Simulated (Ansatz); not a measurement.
## Ansatz (development build ahead of 0.2.0) run

```yaml
crystal:
  periodic: [false, false, false]
  atoms:
    - { symbol: P, position_ang: [0.0274, -0.03708, 0.14953] }
    - { symbol: H, position_ang: [1.19476, -5.0e-05, -0.60092] }
    - { symbol: H, position_ang: [-0.61804, 1.03758, -0.69679] }
    - { symbol: H, position_ang: [-0.6345, -1.01548, -0.6784] }
basis:
  gaussian: { orbitals: def2-TZVP }
hamiltonian:
  xc: hf
correlation:
  method: mp2
  frozen_orbitals: { H: 0, P: 5 }
```

The input is written out in the form of the current development build from the run's settings.

Output:

* Converged: yes
* Reference energy: -342.47736 hartree
* Correlation energy: -0.15987 hartree
* Total energy: -342.63723 hartree
* Spin squared of the determinant: 0.000
